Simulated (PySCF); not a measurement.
CH₆Si, SMILES C[SiH3].

Geometry: B3LYP-D3(BJ)/def2-TZVP. The isomer is the one that the SMILES or the coordinates give; other isomers of the formula were not compared.

Computed with B3LYP/def2-TZVPD (PySCF).

Symmetry labels are those of the subgroup Cs that the program uses (full group C3v).

Computed valence orbital energies around the gap with their symmetry:
```json
[
 {"orbital": "HOMO−7", "symmetry": "A'", "energy (eV)": "-98.51"},
 {"orbital": "HOMO−6", "symmetry": "A'", "energy (eV)": "-19.20"},
 {"orbital": "HOMO−5", "symmetry": "A'", "energy (eV)": "-14.19"},
 {"orbital": "HOMO−4", "symmetry": "A'", "energy (eV)": "-11.33"},
 {"orbital": "HOMO−3", "symmetry": "A\"", "energy (eV)": "-11.33"},
 {"orbital": "HOMO−2", "symmetry": "A\"", "energy (eV)": "-9.18"},
 {"orbital": "HOMO−1", "symmetry": "A'", "energy (eV)": "-9.18"},
 {"orbital": "HOMO", "symmetry": "A'", "energy (eV)": "-8.99"},
 {"orbital": "LUMO", "symmetry": "A'", "energy (eV)": "-0.06"},
 {"orbital": "LUMO+1", "symmetry": "A'", "energy (eV)": "0.48"},
 {"orbital": "LUMO+2", "symmetry": "A'", "energy (eV)": "1.10"},
 {"orbital": "LUMO+3", "symmetry": "A\"", "energy (eV)": "1.10"}
]
```
